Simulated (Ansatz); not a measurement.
# MgNH (triplet): from Hartree-Fock to the top rungs, def2-TZVPP

An exercise on one series of results from a longer session: the logs are not shown, and one member is left open.

The runs use Ansatz 0.2.0, Gaussian basis; def2-TZVPP, core rule «outside noble gas», up to 6 orbitals frozen.

To be run: UHF; ROHF; CCSD(T) on UHF.

2 further runs of the same task are left out: 2 set aside as unsound or not needed.

## The system

The geometry is a PBE0/def2-TZVP stationary point (not a proven minimum).

3 atoms, charge 0, spin multiplicity 3.

Atoms are counted from 1 here; the program's logs count them from 0.

Bond lengths: N1–Mg2 1.882 Å, N1–H3 1.011 Å. Angles: Mg2–N1–H3 180.0°.

As a file:

| atom | x (Å) | y (Å) | z (Å) |
| --- | --- | --- | --- |
| N1 | 0.00000 | 0.00000 | 0.29023 |
| Mg2 | 0.00000 | 0.00000 | -1.59147 |
| H3 | 0.00000 | 0.00000 | 1.30123 |

The first run:

in.yaml reads:

```yaml
crystal:
  periodic: [false, false, false]
  atoms:
    - {symbol: N, position_ang: [0.000000, 0.000000, 0.290233]}
    - {symbol: Mg, position_ang: [0.000000, 0.000000, -1.591467]}
    - {symbol: H, position_ang: [0.000000, 0.000000, 1.301233]}
basis:
  gaussian: {orbitals: def2-TZVPP}
magnetization: {spin_polarized: true, initial_magnetization: 2}
hamiltonian: {xc: hf}
output: {orbitals: {seedname: orbitals}}
```

Started as:

```
> ansatz run in.yaml --threads 1 --pin off --events-out ev --progress --plain --max-ram 4096MiB --backend cpu
```

Among the steps run: UHF; ROHF; CCSD(T) on UHF.

One table of the session follows, with a row left open; its other results are not shown here.

| method | from UCCSD(T) (kJ/mol) |
| --- | --- |
| ROHF | +572.4 |
| UHF | ? |
| UMP2 | +58.1 |
| UCCSD | +18.7 |
| UCCSD(T) | 0 |

**Question.** Estimate the row for UHF.

As computed: from UCCSD(T) (kJ/mol): +560.5. In the column «from UCCSD(T) (kJ/mol)» it lies between UMP2 (+58.1) and ROHF (+572.4).

With the free atoms at the same levels and basis (separate runs), the atomisation energy is 4.578 eV at UCCSD(T), 2.713 eV at ROHF.
